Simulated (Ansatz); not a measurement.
BH2F (SMILES [H]B([H])F): methods side by side

BH2F has 4 atoms, charge 0, and is taken as a singlet. SMILES: `[H]B([H])F`. The coordinates come from a GFN2-xTB relaxation.

```xyz
4

B     0.0300    0.0492    0.0006
H     1.1984   -0.0340    0.0156
H    -0.5783    1.0502   -0.0194
F    -0.6501   -1.0654    0.0032
```

Each level gives the electronic atomisation energy (eV). The values are calculated. Electronic energies at fixed atoms, without zero-point motion or spin-orbit coupling.

```json
{"level": "B3LYP/STO-3G", "kind": "global hybrid", "program": "Ansatz", "value (eV)": "18.41", "less FCI/STO-3G": "+2.72"}
{"level": "BHLYP/STO-3G", "kind": "global hybrid", "program": "Ansatz", "value (eV)": "17.66", "less FCI/STO-3G": "+1.97"}
{"level": "RPA@PBE/STO-3G", "kind": "RPA", "program": "Ansatz", "value (eV)": "15.12", "less FCI/STO-3G": "-0.57"}
{"level": "CCSD/STO-3G", "kind": "coupled cluster or CI", "program": "Ansatz", "value (eV)": "15.57", "less FCI/STO-3G": "-0.12"}
{"level": "CCSDT(Q)/STO-3G", "kind": "coupled cluster or CI", "program": "Ansatz", "value (eV)": "15.69", "less FCI/STO-3G": "0.00"}
{"level": "CCSDT/STO-3G", "kind": "coupled cluster or CI", "program": "Ansatz", "value (eV)": "15.69", "less FCI/STO-3G": "0.00"}
{"level": "CCSDTQ/STO-3G", "kind": "coupled cluster or CI", "program": "Ansatz", "value (eV)": "15.69", "less FCI/STO-3G": "0.00"}
{"level": "FCI/STO-3G", "kind": "exact in the basis", "program": "Ansatz", "value (eV)": "15.69", "less FCI/STO-3G": "0.00"}
```

FCI/STO-3G is exact within its basis and frozen core, so for wave-function methods in that basis the difference is their error; functionals converge differently with the basis, so for them it is only a difference. The values span 15.12 to 18.41 eV. All rows use very small basis sets, so none should be taken for the real molecule's value.
